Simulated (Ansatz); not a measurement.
C3H7FO, SMILES `COCCF`, relaxed with RKS PBE-D4/def2-SVP in Ansatz from a rough embedded geometry. The force threshold is 0.03 eV/Å; the program also tests the step.

The species carries charge 0 and has multiplicity 1.

Start:

```xyz
12

C     1.324    0.882    0.079
O     0.071    1.071    0.558
C    -0.646   -0.155    0.653
C    -1.086   -0.768   -0.602
F     0.003   -1.438   -1.188
H     1.936    1.825    0.141
H     1.914    0.127    0.676
H     1.356    0.564   -0.955
H    -0.087   -0.833    1.309
H    -1.579    0.123    1.242
H    -1.332    0.053   -1.386
H    -1.874   -1.452   -0.528
```

**Question.** By how much does the energy fall, and how many steps does the optimiser take? (Estimate.)

**Answer.** Computed: 8.64 kcal/mol, in 5 steps.

**Question.** Which bonds change most? (Estimate.)

**Answer.** Computed: C4–H12 from 1.046 to 1.115 Å; C1–O2 from 1.355 to 1.416 Å; C3–C4 from 1.465 to 1.521 Å; C4–H11 from 1.161 to 1.114 Å.

**Question.** Give the relaxed structure. (An estimate is asked.)

**Answer.** Ansatz gave: 
```xyz
12

C     1.420    0.884    0.101
O     0.079    1.072    0.513
C    -0.664   -0.115    0.653
C    -1.096   -0.761   -0.654
F    -0.028   -1.379   -1.299
H     1.916    1.873    0.151
H     1.963    0.180    0.778
H     1.504    0.487   -0.935
H    -0.109   -0.877    1.260
H    -1.585    0.154    1.216
H    -1.523    0.012   -1.333
H    -1.877   -1.530   -0.451
```
